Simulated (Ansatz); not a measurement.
Worked example: PH⁺, quartet against PH⁺, doublet

Geometry (PBE0/def2-TZVP stationary point of a doublet), kept for both states (PH⁺, doublet: Π; PH⁺, quartet: Σ⁻):

```xyz
2

P     0.0000    0.0000    0.0000
H     0.0000    0.0000    1.4342
```

Basis cc-pVQZ; Ansatz 0.2.0. Only valence electrons are correlated (noble-gas cores frozen). R marks a restricted (for open shells ROHF) determinant, U an unrestricted one.

Full CI isn't at hand for all of this; UCCSDT(Q) serves as the reference, and is uncertain by about the last step of the cluster series.

```
    level  E(PH⁺, doublet) (hartree)  E(PH⁺, quartet) (hartree)
     UMP2                -341.041918                -340.986597
 UCCSD(T)                -341.069798                -341.009097
      PBE                -341.353408                -341.295304
   r2SCAN                -341.483245                -341.434406
UCCSDT(Q)                -341.070637                -341.009987
```

Problem. Give the vertical gap, PH⁺ quartet less PH⁺ doublet, at each level in eV (1 hartree = 27.2114 eV), and each error against UCCSDT(Q).

Solution. UCCSDT(Q): (-341.009987 − (-341.070637)) × 27.2114 = 1.650 eV (the reference)
r2SCAN: (-341.434406 − (-341.483245)) × 27.2114 = 1.329 eV, error -0.321 eV
PBE: (-341.295304 − (-341.353408)) × 27.2114 = 1.581 eV, error -0.069 eV
UCCSD(T): (-341.009097 − (-341.069798)) × 27.2114 = 1.652 eV, error 0.002 eV
UMP2: (-340.986597 − (-341.041918)) × 27.2114 = 1.505 eV, error -0.145 eV

Total energies of functionals can't be set beside those of wave-function methods, since they hold the core's correlation and their own absolute errors; only the differences compare.

Each level lands on the state that its own search finds. T1 diagnostics of restricted CCSD: 0.021 and 0.035.
